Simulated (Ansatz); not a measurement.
A run of Ansatz (development build ahead of 0.2.0) on singlet CH5N at this shape:

```yaml
atoms:
  - { symbol: C, position_ang: [-0.0485, 0.0438, -0.6948] }
  - { symbol: N, position_ang: [-0.0261, 0.0459, 0.7161] }
  - { symbol: H, position_ang: [0.0226, -1.0219, -1.1546] }
  - { symbol: H, position_ang: [-0.9165, 0.5319, -1.0954] }
  - { symbol: H, position_ang: [0.8374, 0.5599, -1.0614] }
  - { symbol: H, position_ang: [-0.8398, -0.4023, 1.1596] }
  - { symbol: H, position_ang: [0.8589, -0.4363, 1.1266] }
```

Its results:

| Item | Value |
| --- | --- |
| Converged | yes |
| Total energy | -95.15799 hartree |
| Spin squared of the determinant | 0.000 |

Which input gives this output? Name the method, the orbitals and the basis set, and write the input.

RHF in 6-31G. An unrestricted run that stays on the closed shell gives the same numbers.

```yaml
crystal:
  periodic: [false, false, false]
  atoms:
    - { symbol: C, position_ang: [-0.04846, 0.04376, -0.69479] }
    - { symbol: "N", position_ang: [-0.02609, 0.04589, 0.71615] }
    - { symbol: H, position_ang: [0.02255, -1.02189, -1.15463] }
    - { symbol: H, position_ang: [-0.91647, 0.53186, -1.09543] }
    - { symbol: H, position_ang: [0.83738, 0.5599, -1.06143] }
    - { symbol: H, position_ang: [-0.83981, -0.40234, 1.15955] }
    - { symbol: H, position_ang: [0.85895, -0.43628, 1.12659] }
basis:
  gaussian: { orbitals: "6-31G" }
hamiltonian:
  xc: hf
```
